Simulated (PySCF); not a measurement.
# Telling isomers of C$_{10}$H$_{6}$O$_{2}$ apart by NMR

PySCF 2.14.0 with density-fitted response routines calculation with shielding tensors at PBE0/pcSseg-1 (GIAO) and GFN2-xTB geometry; one conformer, no solvent model, no relativistic terms, rapidly exchanging positions averaged.

Scale: ¹H (31.72 ppm), ¹³C (186.93 ppm) vs TMS (reference shieldings calculated alike). Where no couplings were computed, multiplicities follow the n + 1 count of equivalent neighbours, and m marks all less simple cases (inequivalent or close neighbours, rings, F or P nearby). Shifts are as computed. Against solution values, carbons near 30 ppm lie about +3 ppm off and those near 130 ppm about +5 ppm. Of 1211 compounds with measured shifts, 218 miss one by over three times the rms of a fit or turn the order of signals round; such compounds aren't used in these exercises.

(1) Tabulate the signals of `O=C1C=CC(=O)c2ccccc21`, `C#Cc1cccc2c1C(=O)OC2` and their relative energies.

(2) What is the quickest way to tell O=C1C=CC(=O)c2ccccc21 from C#Cc1cccc2c1C(=O)OC2?

Results:

(1) 
```json
{"SMILES": "O=C1C=CC(=O)c2ccccc21", "carbon types": "4×C 6×CH", "δC": "190.7, 144.5, 139.7, 134.8, 133.5", "δH": "8.53 (d, 2H), 8.06 (m, 2H), 7.10 (s, 2H)", "E rel. (kcal/mol)": "0.0"}
{"SMILES": "C#Cc1cccc2c1C(=O)OC2", "carbon types": "5×C 4×CH 1×CH2", "δC": "172.9, 154.8, 139.9, 137.8, 134.5, 127.7, 126.1, 100.2, 83.5, 70.6", "δH": "7.95 (m, 1H), 7.83 (m, 1H), 7.56 (d, 1H), 5.35 (s, 2H), 3.49 (s, 1H)", "E rel. (kcal/mol)": "31.9"}
```

Energies are electronic energies at PBE0/pcSseg-1 on these geometries, without zero-point or thermal terms, each for the one conformer computed, which needn't be the lowest.

(2) Count the carbon signals: 5 against 10. The first has a ketone carbonyl carbon (C) at 190.7 ppm, the second an sp3 CH2 bonded to O, on an aromatic ring at 70.6 ppm. Their most deshielded carbons lie at 190.7 and 172.9 ppm. In the proton spectra the most deshielded non-exchanging signals are 8.53 (d, 2H) and 7.95 (m, 1H).
